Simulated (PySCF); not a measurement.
**Functional benchmark on one molecule**

Molecule: SMILES N, H3N.

Molfile (atoms numbered from 1):
```
H3N
     RDKit          3D

  4  3  0  0  0  0  0  0  0  0999 V2000
    0.0049   -0.0044    0.3031 N   0  0  0  0  0  0  0  0  0  0  0  0
    0.0786   -0.9311   -0.1158 H   0  0  0  0  0  0  0  0  0  0  0  0
   -0.8493    0.3981   -0.0816 H   0  0  0  0  0  0  0  0  0  0  0  0
    0.7659    0.5374   -0.1057 H   0  0  0  0  0  0  0  0  0  0  0  0
  1  2  1  0
  1  3  1  0
  1  4  1  0
M  END
```

Geometry PBE0-D3(BJ)/def2-SVP throughout; GIAO in PySCF 2.14.0 with density-fitted response routines, gas phase, one conformer, non-relativistic; equivalent atoms averaged; basis pcSseg-2.

Reference values (measured; gas; G. L. Stoychev, PhD thesis, Univ. Bonn 2021 (Stoychev, Auer, Izsak, Neese, JCTC 2018, 14, 619)): σ(H2/H3/H4) = 30.68 ppm, σ(N1) = 264.5 ppm.

Q: How do the functionals HF, LDA, PBE, BLYP, BP86, OPBE, KT2, KT3, B97-D, B3LYP, PBE0, mPW1PW91, WP04, B97-2, BHandHLYP, CAM-B3LYP, wB97X-D, LC-wPBE perform against the reference? Times are CPU seconds on 1 thread of an Arm Neoverse V1, shared host; the GGAs took longer than the global hybrids here, which isn't the general rule, and the cause wasn't traced.

A: 
```tsv
functional	kind	H2/H3/H4	N1	abs. error H	abs. error N	core-s
HF	Hartree–Fock	31.42	260.7	0.74	3.8	0.3
LDA	LDA	31.27	266.7	0.59	2.2	0.9
PBE	GGA	31.63	261.0	0.95	3.5	1.2
BLYP	GGA	31.73	257.5	1.05	7.0	1.2
BP86	GGA	31.67	259.2	0.99	5.3	1.2
OPBE	GGA	31.69	262.8	1.01	1.7	1.2
KT2	GGA	31.65	260.1	0.97	4.4	1.3
KT3	GGA	31.76	258.7	1.08	5.8	1.3
B97-D	GGA	31.73	257.9	1.05	6.6	1.2
B3LYP	global hybrid	31.60	258.5	0.92	6.0	0.9
PBE0	global hybrid	31.51	261.7	0.83	2.8	0.8
mPW1PW91	global hybrid	31.54	260.5	0.86	4.0	0.9
WP04	global hybrid	31.64	244.7	0.96	19.8	0.9
B97-2	global hybrid	31.60	259.6	0.92	4.9	0.9
BHandHLYP	global hybrid	31.45	259.8	0.77	4.7	0.8
CAM-B3LYP	range-separated hybrid	31.46	261.8	0.78	2.7	1.1
wB97X-D	range-separated hybrid	31.53	260.1	0.85	4.4	1.1
LC-wPBE	range-separated hybrid	31.46	264.1	0.78	0.4	1.6
```

For 1H the closest is LDA (0.59 ppm) and the furthest KT3 (1.08 ppm).

For 15N the closest is LC-wPBE (0.4 ppm) and the furthest WP04 (19.8 ppm). One molecule is a small sample, and vibrational effects are absent from the calculation.
